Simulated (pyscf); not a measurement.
Structures and frequencies: ωB97X-D3(BJ)/def2-SVP in PySCF.

Question: boron trichloride (Cl–B(Cl)–Cl) + methane (CH₄) → chloromethane (H₃C–Cl) + Cl–BH–Cl
Surface: singlet. Broken: B–Cl, C–H. Formed: C–Cl, B–H. Give ΔE‡ and ΔE from ωB97M-D3(BJ)/def2-TZVP, relative to the separated reactants.

Answer: ΔE‡ = 3.92 eV, ΔE = +1.53 eV. Zero-point energy shifts the barrier by 0.00 eV. It is a four-centre exchange, with an imaginary mode of 869i cm⁻¹. One saddle was located; it need not be the lowest between these sides.
